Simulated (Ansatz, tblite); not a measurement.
**The cluster P4−: one state, many levels**

The task here is to estimate one member of a computed series from the others.

The runs use Ansatz 0.2.0, Gaussian basis; as each input shows.

Plan: GFN1-xTB, GFN2-xTB, PBE-D4/def2-TZVPD, r2SCAN-D4/def2-TZVPD, BHLYP-D4/def2-TZVPD, LDA/def2-TZVPD, CAM-B3LYP-D4/def2-TZVPD, revPBE-D4/def2-TZVPD, B97M-V/def2-TZVPD, PBE-D4/def2-SVPD, PBE0-D4/def2-SVPD, HF/STO-3G, HF/6-31G, B3LYP-D4/6-31G, CCSD(T)/def2-TZVPPD, MP2/def2-TZVPD, RPA/def2-TZVPD.

## The geometry

The doublet was relaxed beforehand with B3LYP-D4/def2-TZVPD. At that level it is the lowest of the isomers that a small search found.

4 atoms, charge -1, spin multiplicity 2.

Bond lengths: P1–P2 2.166 Å, P1–P3 2.221 Å, P1–P4 2.221 Å, P2–P3 2.221 Å, P2–P4 2.221 Å. Angles: P2–P1–P3 60.8°, P2–P1–P4 60.8°, P3–P1–P4 79.4°, P1–P2–P3 60.8°, P1–P2–P4 60.8°, P3–P2–P4 79.4°, P1–P3–P2 58.4°, P1–P4–P2 58.4°.

The ion is computed in the gas phase, without counter-ions or solvent.

PBE0-D4/def2-TZVPD was run before; its log isn't repeated, and its numbers join the tables.

The first run:

Tight binding, by tblite at 300 K electronic temperature and without a spin-polarisation term:

```python
tblite.interface.Calculator('GFN1-xTB', numbers, positions, charge=-1, uhf=1).singlepoint()
```

Tight binding, by tblite at 300 K electronic temperature and without a spin-polarisation term:

```python
tblite.interface.Calculator('GFN2-xTB', numbers, positions, charge=-1, uhf=1).singlepoint()
```

start.molden holds the orbitals of an earlier run on this state, given as this run's starting guess.

File in.yaml:

```yaml
crystal:
  periodic: [false, false, false]
  atoms:
    - {symbol: P, position_ang: [-0.617011, 0.369833, -1.044999]}
    - {symbol: P, position_ang: [-0.409869, -1.054940, 0.573241]}
    - {symbol: P, position_ang: [-0.369613, 1.118107, 1.031721]}
    - {symbol: P, position_ang: [1.396484, -0.432999, -0.559962]}
basis:
  gaussian: {orbitals: def2-TZVPD, initial_orbitals: start.molden}
total_charge: -1
magnetization: {spin_polarized: true, initial_magnetization: 1}
hamiltonian: {xc: pbe, dispersion: d4}
scf: {omitted_lower_state_checks: [starts]}
output: {orbitals: {seedname: orbitals}}
```

Started as:

```
$ ansatz run in.yaml --threads 4 --pin off --events-out ev --progress --plain --max-ram 3916MiB
```

Among the steps run: PBE-D4/def2-TZVPD; r2SCAN-D4/def2-TZVPD; BHLYP-D4/def2-TZVPD; LDA/def2-TZVPD; CAM-B3LYP-D4/def2-TZVPD; revPBE-D4/def2-TZVPD; B97M-V/def2-TZVPD; PBE-D4/def2-SVPD; PBE0-D4/def2-SVPD; HF/STO-3G; HF/6-31G; B3LYP-D4/6-31G; CCSD(T)/def2-TZVPPD; MP2/def2-TZVPD; RPA/def2-TZVPD.

One of the session's tables, all rows but one given; the rest of the session is left out.

| level | LUMO (eV) | gap (eV) |
| --- | --- | --- |
| HF/STO-3G | 13.72 | 9.72 |
| HF/6-31G | 5.55 | 7.82 |
| LDA/def2-TZVPD | 1.50 | 0.56 |
| PBE-D4/def2-SVPD | 2.06 | 0.83 |
| PBE-D4/def2-TZVPD | ? | ? |
| revPBE-D4/def2-TZVPD | 1.87 | 0.82 |
| r2SCAN-D4/def2-TZVPD | 2.07 | 1.29 |
| B97M-V/def2-TZVPD | 1.84 | 0.93 |
| B3LYP-D4/6-31G | 2.49 | 2.18 |
| PBE0-D4/def2-SVPD | 2.83 | 2.60 |
| PBE0-D4/def2-TZVPD | 2.56 | 2.50 |
| BHLYP-D4/def2-TZVPD | 3.32 | 4.06 |
| CAM-B3LYP-D4/def2-TZVPD | 3.43 | 4.47 |

Estimate the missing values for PBE-D4/def2-TZVPD.

As computed: LUMO (eV): 1.79; gap (eV): 0.78. In the column «LUMO (eV)» it lies between LDA/def2-TZVPD (1.50) and B97M-V/def2-TZVPD (1.84).
